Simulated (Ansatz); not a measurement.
Input file:

```yaml
crystal:
  periodic: [false, false, false]
  atoms:
    - {symbol: Ga, position_ang: [0.000000, 0.016148, 0.378202]}
    - {symbol: Be, position_ang: [0.000000, -0.251429, -2.697180]}
    - {symbol: H, position_ang: [0.000000, 1.131051, -2.045645]}
basis:
  gaussian: {orbitals: def2-SVPD}
magnetization: {spin_polarized: false}
correlation: {method: ccsdt_q, electrons: outside_noble_gas}
scf: {lower_state_search: light}
symmetry: c1
```

```sh
$ ansatz run in.yaml --threads 1 --pin off --events-out ev --progress --plain --max-ram 2393MiB
```

**Question.** What does the program do with this input?

**Answer.** Refused. The input was made wrong on purpose (unknown input key), so the run isn't a sound calculation of what was asked.
```
Error: YAML parse error: error: line 12 column 1: unknown field `symmetry`, expected one of crystal, accuracy, basis, kpoints, hamiltonian, magnetization, projection, total_charge, correlation, batch, efield, external_charges, scf, relax, neb, saddle, md, ramp, phonons, dielectric, real_time, elastic, magnetic_configurations, gw, evaluate, workflow, output, checkpoint, execution
  --> <input>:12:1
   |
10 | correlation: {method: ccsdt_q, electrons: outside_noble_gas}
11 | scf: {lower_state_search: light}
12 | symmetry: c1
   | ^ unknown field `symmetry`, expected one of crystal, accuracy, basis, kpoints, hamiltonian, magnetization, projection, total_charge, correlation, batch, efield, external_charges, scf, relax, neb, saddle, md, ramp, phonons, dielectric, real_time, elastic, magnetic_configurations, gw, evaluate, workflow, output, checkpoint, execution
```
